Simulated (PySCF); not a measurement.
## How methods differ on the ionisation energy of N

N [He] 2s2 2p3 (4S) → N⁺ [He] 2s2 2p2 (3P), as a difference of total energies. All numbers are calculated (PySCF 2.14, scalar relativity by spin-free X2C-1e, in cc-pVDZ-DK (3s2p1d, 14 functions)). Correlated levels: valence: 1s2 frozen. The calculations carry no spin-orbit coupling.

| method | ionisation energy (eV) | error (eV) |
| --- | --- | --- |
| UHF | 13.888 | -0.657 |
| TPSS | 14.564 | +0.019 |
| PBE0 | 14.634 | +0.089 |
| MP2 (valence) | 14.347 | -0.198 |
| SCS-MP2 (valence) | 14.137 | -0.408 |
| CCSD (valence) | 14.188 | -0.357 |
| CCSD(T) (valence) | 14.185 | -0.360 |

Reference: 14.545 eV (measured; NIST levels, between the centres of gravity of the two terms).

Errors of the correlated levels include the incompleteness of this basis and the frozen core.
